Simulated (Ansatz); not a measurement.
# Ta (Ta, bcc): the cost of one run

Computed with Ansatz 0.2.0 (DFT PBEsol, plane waves (420 eV) with PAW, scalar-relativistic; PBE-made PAW files, unless a step says otherwise).

### 1 Starting point

Symmetry: Im-3m, No. 229, cubic system. Conventional cell: a = 3.306 Å, b = 3.306 Å, c = 3.306 Å, α = 90.00°, β = 90.00°, γ = 90.00°. Around Ta (site symmetry m-3m) lie 8 Ta at 2.86 Å.

Coordinates:

```
Ta
1.0
    -1.65290    1.65290    1.65290
     1.65290   -1.65290    1.65290
     1.65290    1.65290   -1.65290
Ta
1
Direct
  0.00000 0.00000 0.00000
```

### 2 Geometry optimisation

input.yaml

```yaml
crystal:
  lattice:
    - [-1.6529, 1.6529, 1.6529]
    - [1.6529, -1.6529, 1.6529]
    - [1.6529, 1.6529, -1.6529]
  atoms:
    - { symbol: Ta, position: [0.0, 0.0, 0.0] }
hamiltonian:
  xc: pbesol
  pseudopotentials:
    kind: paw
    azcp:
      Ta: "pseudopotentials/Ta.paw.azcp"
basis:
  ecutwfc: 420
  fft_grid_basis: typed
kpoints:
  mp_grid: { grid: [13, 13, 13], shift: [0, 0, 0] }
magnetization:
  spin_polarized: false
scf:
  occupations: { method: fermi_dirac, width: 0.1 }
relax:
  max_steps: 60
  f_tol: 0.01
  cell: {}
```

**Question.** How long does this run take on 1 thread of an x86-64 CPU, shared host, and how much memory does it need?

About 7.5 s, with a peak of 0.5 GiB.
